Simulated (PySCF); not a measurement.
Ligands exchanged one at a time, B Cl-OH. Isolated molecules, 0 K electronic values unless said otherwise. One relaxed conformer stands for each flexible species; it need not be the lowest. Strings in code marks are SMILES.

Quantity: redistribution energy (mixed species minus the weighted end members), in eV.

Level 1: ωB97X-D3(BJ)/def2-TZVP // PBE0-D3(BJ)/def2-TZVP (PySCF)
Level 2: BP86/6-31G* // PBE0-D3(BJ)/def2-TZVP (PySCF)
Level 3: M06-2X/6-31G* // PBE0-D3(BJ)/def2-TZVP (PySCF)
Level 4: PBE/6-31G* // PBE0-D3(BJ)/def2-TZVP (PySCF)

```json
[
 {"species": "1 of 3 Cl replaced by OH: `OB(Cl)Cl` (H–O–B–Cl torsion 180°)", "level 1": "-0.147", "level 2": "-0.190", "level 3": "-0.182", "level 4": "-0.193"},
 {"species": "2 of 3 Cl replaced by OH: `OB(O)Cl` (H–O–B–Cl torsion 180°, Cl–B–O–H torsion 0°)", "level 1": "-0.214", "level 2": "-0.271", "level 3": "-0.268", "level 4": "-0.272"}
]
```
